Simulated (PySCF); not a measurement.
## Worked example for carbon dioxide: ionisation energy to the radical cation

Structure: `O=C=O` (CO2).

Energies: ωB97X-D3(BJ)/ma-def2-TZVP (PySCF, density fitting, integration grid level 2) on PBE0-D3(BJ)/ma-def2-SVP structures. The prefix ma- adds one diffuse s and one diffuse p function on all atoms but H. ωB97X-D3(BJ) is ωB97X-V with D3(BJ) in place of VV10. Zero-point energies come from unscaled PBE0-D3(BJ)/ma-def2-SVP harmonic frequencies.

```csv
state,structure,E / Eh
parent,parent,-188.699058
radical cation,parent,-188.188148
radical cation,radical cation,-188.188667
parent,radical cation,-188.698612
```

Zero-point energy of the radical cation less that of the parent: -0.085 eV. 1 Eh = 27.2114 eV.

Q: Work out the vertical and adiabatic ionisation energy.

A: Vertical: (-188.188148) − (-188.699058) = 0.510910 Eh = 13.90 eV. Adiabatic: 0.510391 Eh = 13.889 eV, and 13.80 eV with zero-point energy.

Q: And the inner reorganisation energy of self-exchange?

A: The radical cation relaxes by 14.1 meV and the parent by 12.1 meV, so λ = 26 meV.
